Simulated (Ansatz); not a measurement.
The input, for Ansatz 0.2.0:

```yaml
crystal:
  periodic: [false, false, false]
  atoms:
    - {symbol: Br, position_ang: [0.000000, 0.000000, 0.000000]}
    - {symbol: H, position_ang: [0.000000, 0.000000, 1.420600]}
basis:
  gaussian: {orbitals: cc-pVDZ}
magnetization: {spin_polarized: true, initial_magnetization: 2}
correlation: {method: ccsdtq, electrons: outside_noble_gas}
```

```sh
$ ansatz run in.yaml --threads 1 --pin off --events-out ev --progress --plain --max-ram 2393MiB
```

Log:

```
583 factors; integrals over basis functions are off by at most 1.8e-7 eV
mean field evaluation 1: about -70007.5592 eV, gradient 7.4e0 eV
mean field evaluation 2: about -70007.5884 eV, gradient 7.3e0 eV
mean field evaluation 4: about -70008.0492 eV, gradient 9.0e-1 eV
mean field evaluation 8: about -70008.0603 eV, gradient 1.7e-3 eV
mean field evaluation 16: about -70007.5464 eV, gradient 7.5e0 eV
mean field evaluation 32: about -70004.8380 eV, gradient 8.6e0 eV
mean field evaluation 64: about -70008.0603 eV, gradient 9.3e-4 eV
mean field -70008.06029665 eV, -2572.7487627343 hartree, gradient 8.6e-6 eV, S^2 2.008703; 3 other end points of the search recorded, 0 dependent functions left out
determinant -70008.06029665 eV, -2572.7487627343 hartree, with singles and doubles -70011.44280231 eV, -2572.8730675245 hartree
determinant -70005.54433159 eV, -2572.6563027237 hartree, with singles and doubles -70008.81991412 eV, -2572.7766781613 hartree
14 core orbitals not correlated: weight in the atoms' cores, before any rotation towards them, 1.000 or more for the frozen orbitals, at most 0.000 for the correlated occupied ones
reference -70008.06029665 eV, -2572.7487627343 hartree; 5, 3 occupied and 13, 15 virtual orbitals, 583 factors
second order -2.91123725 eV of doubles, -0.00000000 eV of singles
cycle   1  -3.27775592 eV  change   -3.7e-1 eV  update   4.0e-2
cycle   2  -3.42938931 eV  change   -1.5e-1 eV  update   1.5e-2
cycle   3  -3.43505389 eV  change   -5.7e-3 eV  update   4.0e-3
cycle   4  -3.43592999 eV  change   -8.8e-4 eV  update   1.5e-3
cycle   5  -3.43610031 eV  change   -1.7e-4 eV  update   4.8e-4
cycle   6  -3.43603189 eV  change    6.8e-5 eV  update   1.5e-4
cycle   7  -3.43601576 eV  change    1.6e-5 eV  update   5.4e-5
cycle   8  -3.43603179 eV  change   -1.6e-5 eV  update   1.9e-5
cycle   9  -3.43602878 eV  change    3.0e-6 eV  update   6.3e-6
cycle  10  -3.43602882 eV  change   -3.8e-8 eV  update   1.8e-6
cycle  11  -3.43602924 eV  change   -4.2e-7 eV  update   6.1e-7
Total energy: -70011.49632589 eV, -2572.8750344799 hartree
```

Ran on 1 thread of Arm Neoverse V1, shared host: 19 s wall, 0.24 GiB peak host memory.
